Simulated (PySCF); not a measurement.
Species: C₅H₈.
Numbering: `[CH3:1][CH2:2][C:3]1=[CH:4][CH2:5]1` (hydrogens: H6, H7, H8 on C1; H9, H10 on C2; H11 on C4; H12, H13 on C5)

Structure used (GFN2-xTB), in Å, numbered top down from 1:
```
atom  x, y, z in Å
C1    -1.753   -0.410    0.440
C2    -0.738    0.658    0.044
C3     0.558    0.075   -0.321
C4     1.358   -0.933   -0.499
C5     1.947    0.421   -0.778
H6    -1.917   -1.100   -0.383
H7    -2.703    0.048    0.705
H8    -1.390   -0.975    1.295
H9    -1.113    1.239   -0.806
H10   -0.587    1.360    0.871
H11    1.566   -1.974   -0.491
H12    2.653    0.856   -0.077
H13    2.115    0.735   -1.804
```

Method used: PySCF 2.14.0, density-fitted response routines, TDDFT PBE0/def2-SVPD, vertical, gas phase, core orbitals frozen in the response.

Transition dipole moments from the ground state, in atomic units and in the frame of the coordinates above (overall signs are arbitrary), for the states with f of 0.002 or more among the lowest 4:

```
state  E (eV)      μx      μy      μz
   S1   6.468  -0.623   0.621   0.151
   S3   6.610  -0.036  -0.008  -0.113
   S4   7.077  -0.109  -0.024  -0.350
```

Task: Work out the oscillator strengths.

Result: f = (2/3) ΔE |μ|² with ΔE in hartree (27.2114 eV).

```
state  |μ|² (au)  |μ| (D)      f
   S1      0.796     2.27  0.126
   S3      0.014     0.30  0.002
   S4      0.135     0.93  0.023
```

Task: What is the point group, and which symmetry does each of these states have?

Result: Cs. From a totally symmetric ground state, an allowed state transforms like the component of the dipole operator along its μ. Polarised normal to the mirror plane, so A″: S3 and S4. Polarised in the mirror plane, so A′: S1.

Task: Which bond between heavy atoms lies closest to the direction of the S1 transition dipole?

Result: C3–C4, at 7° from it; next C2–C3 at 21°.

Task: What angle do the transition dipoles of S1 and S4 make?

Result: |cos θ| = |μa·μb| / (|μa| |μb|) = 0.00, so θ ≈ 90° (taken between 0 and 90°, since the signs are arbitrary).

Task: How is the summed strength of these states shared among x, y and z?

Result: (2/3) Σ ΔE μα² gives 0.064 for x, 0.061 for y and 0.027 for z, 0.152 in all.

Task: What peak molar absorption coefficient would the strongest computed level give as a lone Gaussian band 0.3 eV wide at half height?

Result: ε(max) = 2.175×10⁸ f / FWHM, with the width in cm⁻¹. S1: 2.175×10⁸ × 0.1261 / 2420 ≈ 11000 L mol⁻¹ cm⁻¹.

One conformer stands for the species.
